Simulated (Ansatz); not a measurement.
bcc Ba: properties by level of theory

Reference values: lattice constant a 4.995 Å (measured, low-temperature or extrapolated to 0 K; zero-point anharmonic expansion removed, our sources range from 4.995 to 5.004; as tabulated in Csonka et al. (2009), arXiv:0903.4037); bulk modulus 9.34 GPa (measured, corrected for temperature and zero-point phonon effects, our sources range from 9.34 to 10.6; as tabulated in Levämäki et al. (2014), arXiv:1402.3671).

```csv
level (code),lattice constant a (Å),bulk modulus (GPa)
PBEsol+SOC (Ansatz),(withheld),9.19
r²SCAN (Ansatz),5.070,8.39
r²SCAN+rVV10 (Ansatz),5.010,8.58
PBE0 (Ansatz),(withheld),8.45
```

Q: Complete the blanks.

A: 
- PBEsol+SOC (Ansatz, a first-principles code), lattice constant a (Å): 4.880
- PBE0 (Ansatz), lattice constant a (Å): 5.137

Differences from the reference values (errors of the level alone only where the reference is corrected to a static lattice):

| level | lattice constant a (%) | bulk modulus (%) |
|---|---|---|
| PBEsol+SOC | -2.30 | -1.6 |
| r²SCAN | +1.50 | -10.2 |
| r²SCAN+rVV10 | +0.30 | -8.1 |
| PBE0 | +2.84 | -9.5 |

Nearest: lattice constant a, r²SCAN+rVV10; bulk modulus, not told apart by this reference.

Ansatz's density-functional and Hartree–Fock values are scalar-relativistic unless marked +SOC, with PAW data made under PBE.

Differences are worked out from the printed values.
